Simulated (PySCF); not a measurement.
C₃H₇Cl.
SMILES with atom numbers: `[CH3:1][CH:2]([CH3:3])[Cl:4]` (hydrogens: H5, H6, H7 on C1; H8 on C2; H9, H10, H11 on C3)

Structure optimised with GFN2-xTB, isolated species.

(1) Give the optimised bond lengths and angles.

## Answers

(1) 
```json
{"bond": "C1–C2, C2–C3", "length (Å)": "1.518", "order": "single"}
{"bond": "C2–Cl4", "length (Å)": "1.800", "order": "single"}
{"bond": "C1–H5 and 5 like bonds", "length (Å)": "1.088", "order": "single"}
{"bond": "C2–H8", "length (Å)": "1.093", "order": "single"}
```

Bonds in one row agree within 0.01 Å and their mean is given. Orders are formal, as drawn. A selection of angles:
```json
{"angle": "C2–C1–H5", "degrees": "110.8"}
{"angle": "C2–C1–H6", "degrees": "109.6"}
{"angle": "H5–C1–H6", "degrees": "108.7"}
{"angle": "C1–C2–C3", "degrees": "112.7"}
{"angle": "C1–C2–Cl4", "degrees": "108.7"}
{"angle": "C1–C2–H8", "degrees": "110.6"}
{"angle": "Cl4–C2–H8", "degrees": "105.3"}
```

Point group: Cs (tolerance 0.08 Å). Stationary, but not proved a minimum.

These are computed values.
